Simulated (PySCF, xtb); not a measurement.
BH2PS: which of two structures lies lower

Structure I is `B1PS1`, a singlet and structure II is a singlet given by its coordinates. Both are isolated molecules in the gas phase, relaxed with B3LYP-D4/def2-SVP.

I (Å):

```csv
atom,x (Å),y (Å),z (Å)
B,0.7502,-0.7150,1.3647
P,0.1481,1.0449,1.8129
S,-0.9410,-0.9097,1.7481
H,1.6709,-1.3879,1.0134
H,0.5638,1.0006,3.1897
```

II (Å):

```xyz
5

B     0.1581   -0.0549    1.6821
P     0.6602    0.2021    0.0349
S    -0.4787   -0.2585    3.2976
H     1.2772   -1.0970    0.0899
H     0.5786    0.2644    3.9733
```

Close contacts (Å): B1–P2 1.74, B1–S3 1.75, P2–H4 1.44, S3–H5 1.36.

Energies in hartree; the thermal terms are from GFN2-xTB frequencies at re-optimised GFN2-xTB minima (ideal gas, soft modes damped towards free rotors, one conformer each, 298.15 K, 1 atm) and include the zero-point energy:

|  | I | II |
| --- | --- | --- |
| E, CCSD(T)/def2-TZVP | −764.619581 | −764.596016 |
| zero-point energy | 0.022190 | 0.019878 |
| H(298 K) − E | 0.026926 | 0.025541 |
| G(298 K) − E | −0.004136 | −0.007169 |

Problem. Work out ΔE, ΔE₀, ΔH and ΔG for I → II in kcal/mol (1 Eh = 627.51 kcal/mol) and the equilibrium ratio [II]/[I].

Solution. 1. ΔE = −764.596016 − (−764.619581) = +0.023565 Eh = +14.79 kcal/mol.
2. ΔE₀ = ΔE + ΔZPE = +0.023565 + (−0.002312) Eh = +13.34 kcal/mol.
3. ΔH = ΔE + (−0.001385) Eh = +13.92 kcal/mol.
4. ΔG = ΔE + (−0.003033) Eh = +12.88 kcal/mol, so ΔS = (ΔH − ΔG)/T = +14.5 J/(mol K).
5. kT = 0.9442 mEh, so K = [II]/[I] = exp(−ΔG/kT) = exp(−21.75) ≈ 3.6 × 10^−10.

Structure I is favoured at this temperature. An error of 1 kcal/mol in ΔG would change K by a factor of 5.4. Mirror images and further conformers aren't counted.

Other levels gave ΔE = +31.9 (GFN2-xTB); +31.5 (HF/STO-3G, GFN2-xTB geometries); +13.7 (r2SCAN-D4/def2-SVP, GFN2-xTB geometries); +12.4 (B3LYP-D4/def2-SVP); +14.4 (HF/def2-TZVP); +16.7 (MP2/def2-TZVP) kcal/mol. The correlated steps freeze 11 core orbitals. Programs: PySCF 2.14.0, xtb 6.7.1.
